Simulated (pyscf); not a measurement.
Structures and frequencies: ωB97X-D3(BJ)/def2-SVP in PySCF.

Problem. `[CH2]=[Si][Cl]` [doublet] + `[H][H]` → `[CH3][Si][Cl]` [singlet] + `[H]` [doublet]
Surface: doublet. Broken: H–H. Formed: C–H. Give ΔE‡ and ΔE from ωB97M-D3(BJ)/def2-TZVP, relative to the separated reactants.

Solution. ΔE‡ = 13.7 kcal/mol, ΔE = +5.4 kcal/mol. Zero-point energy shifts the barrier by +0.4 kcal/mol. It is a hydrogen abstraction, with an imaginary mode of 1484i cm⁻¹. From the product side, H₃C–SiH•–Cl lies, by one bond made or cut, 67.5 kcal/mol under this saddle at ωB97M-D3(BJ). This is the saddle that the search found; another between the same sides may lie lower. The angle at the transferred H is 169°.
